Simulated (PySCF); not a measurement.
(Z)-acetaldoxime, C₂H₅NO.
SMILES with atom numbers: `[CH3:1]/[CH:2]=[N:3]\[OH:4]` (hydrogens: H5, H6, H7 on C1; H8 on C2; H9 on O4)

The calculation used PySCF 2.14.0, PBE0-D3(BJ)/def2-TZVP geometry optimisation, gas phase.

**Question.** Give the optimised bond lengths and angles.

**Answer.** 
```csv
bond,length (Å)
C1–C2,1.487
C2=N3,1.268
N3–O4,1.387
"C1–H5, C1–H6, C1–H7",1.092
C2–H8,1.087
O4–H9,0.960
```

Bonds in one row agree within 0.01 Å and their mean is given. A selection of angles:
```csv
angle,degrees
C2–C1–H5,111.7
C2–C1–H6,110.0
H5–C1–H6,108.9
H6–C1–H7,106.9
C1–C2–N3,128.2
C1–C2–H8,118.9
N3–C2–H8,113.0
C2–N3–O4,112.9
N3–O4–H9,102.5
```

Dihedral angles: C1–C2–N3–O4 0° (synperiplanar); H9–O4–N3–C2 -179° (antiperiplanar). The mirror-image conformer, all signs reversed, is as good.

Of the pairs four or more bonds apart, O4···H5 is among the closest relative to their van der Waals radii: 2.34 Å, 86 % of the sum of Bondi's values. The 4 heavy atoms lie in one plane (0.001 Å rms).

Point group: near Cs, missed by 0.14 Å at most; the miss may be what the optimiser left on a soft mode. PBE0-D3(BJ)/def2-TZVP frequencies: not computed here. One conformer, not necessarily the lowest (C2–N3–O4–H -179°).
